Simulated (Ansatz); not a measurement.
Base system: V in the bcc (W type) structure (space group Im-3m, No. 229; a = 2.959 Å).

All numbers come from PBEsol (Ansatz, an electronic-structure program, PAW, no spin-orbit coupling), earlier PAW set.

```tsv
level	lattice parameter a
PBEsol	2.959 Å
```

Q: From these computed values, estimate the measured ones, and say how each level misses.

A: Measured: lattice parameter a 3.021 Å (static lattice; corrected from measurement; as listed in Daniel Mejia-Rodriguez, S. B. Trickey, Phys. Rev. B (2018)). Computed minus measured — lattice parameter a: PBEsol -2.1 %.

Whether these cells are dynamically stable was not tested. Starting moments died away, wholly or in part, for Ta → V; another magnetic solution may exist. All final runs are without spin polarisation.
